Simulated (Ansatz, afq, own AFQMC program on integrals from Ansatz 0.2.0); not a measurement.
AlNH3, doublet → AlNH3⁺, triplet

```xyz
5

Al    0.0000   -0.1040    0.6488
N     0.0000    0.0875   -1.1147
H     0.0000    1.2565    1.4988
H     0.0000    0.9771   -1.5913
H     0.0000   -0.6657   -1.7833
```

Connectivity, by distances: AlH–NH2.

E(triplet, charge +1) − E(doublet, charge +0) at this geometry, on UHF and UHF determinants.

Basis cc-pVDZ. Noble-gas cores (and the filled d shells of Ga–Kr and In–Xe) are frozen. AFQMC by an in-house program on the Cholesky factors that Ansatz 0.2.0 writes for its CCSD(T) run. The CISD trial takes its coefficients from CCSD amplitudes. Released means that phaseless walkers are propagated on without the constraint, phases kept. ± is one standard error of the sampling. The errors of all members are added in quadrature.

No full CI on the walks' own integrals is used here; CCSDT(Q) serves as the reference and is uncertain by about the last step of the cluster series. Each member takes its own surest rung, up to full CI.

The best estimate is CCSD(T) at the basis-set limit (CBS: def2-TZVPP and def2-QZVPP, with their diffuse functions for anions and beside diffuse sets, CCSD(T) itself extrapolated) plus the step from CCSD(T) to CCSDT(Q) in cc-pVDZ. Rows without CBS are in cc-pVDZ, the functionals in def2-TZVP; B2PLYP and the wave-function rows carry a basis error of their own. Core correlation and relativity beyond core potentials are missing, and ± holds the sampling alone.

Cautions: AlNH₃ (doublet): the released energies move by 1.5 errors or more from one time to the next, so no released level is given (meV from the phaseless value at times in 1/Eh: 1 ± 4 at 0.24, -7 ± 4 at 0.51, -6.7 ± 2.1 at 0.99, 3 ± 3 at 1.62, -4 ± 4 at 2.40), though the last usable value meets CCSDT(Q) within the noise; AlNH₃⁺ (triplet): another spin lies lower, the released energies have errors that jump between times, so the bars are unsure, so no released level is given (meV from the phaseless value at times in 1/Eh: -3.8 ± 1.3 at 0.24, -5.5 ± 0.9 at 0.51, -8.8 ± 1.6 at 0.99, -3 ± 7 at 1.62, -9.2 ± 1.0 at 2.40), though the last usable value meets CCSDT(Q) within the noise; this isn't the first ionization.

| level | vertical ionization energy (eV) |
| --- | --- |
| B3LYP | 9.992 |
| wB97M-V | 9.946 |
| CCSD | 9.510 |

**Question.** From these cheaper values, estimate the vertical ionization energy at the level of the best estimate.

**Answer.** 10.084 eV (best estimate, highest rung CCSDT(Q)).

| level | vertical ionization energy (eV) | error against the best estimate (eV) |
| --- | --- | --- |
| HF | 8.290 | -1.794 |
| MP2 | 9.688 | -0.396 |
| CCSD(T) | 9.580 | -0.504 |
| CCSDT | 9.581 | -0.503 |
| CCSDT(Q) | 9.591 | -0.493 |
| ph-AFQMC/CISD | 9.597 ± 0.005 | -0.487 ± 0.005 |
| HF/CBS | 8.375 | -1.709 |
| MP2/CBS | 10.216 | 0.132 |
| CCSD(T)/CBS | 10.074 | -0.011 |
| PBE | 10.030 | -0.054 |
| r2SCAN | 9.883 | -0.201 |
| PBE0 | 9.885 | -0.199 |
| B2PLYP | 9.911 | -0.173 |

Correlation beyond CCSD(T) adds 0.011 eV. Going to the basis-set limit adds 0.493 eV at CCSD(T). The perturbative (T) step is worth +0.070 eV. The functionals spread over 0.147 eV; PBE and B3LYP come nearest and r2SCAN is 0.201 eV too low.

Best estimates are given only where the step beyond CCSD(T) is under 0.3 eV and no member's determinant is very poor (T1 over 0.05, or 0.07 for open shells, ⟨S²⟩ too high by 0.3, two states mixed), so the hardest cases are missing from such tables.

The functionals ran in a triple-zeta set and keep a basis error of their own, a few kJ/mol for each bond in atomization energies and more for double hybrids, so close places among them and the extrapolated levels can swap.

CCSDT and higher add their correlation energy to the determinant of the CCSD(T) run, since their own runs factorise the integrals more tightly (a shift of under 2 meV). Each member of a difference takes its own highest rung, so a best estimate needn't equal the limit plus the step of one row. A walk keeps the symmetry of its determinant, which the program's search chose and which needn't be the lowest solution, so a lower state of the same spin and another symmetry isn't excluded.
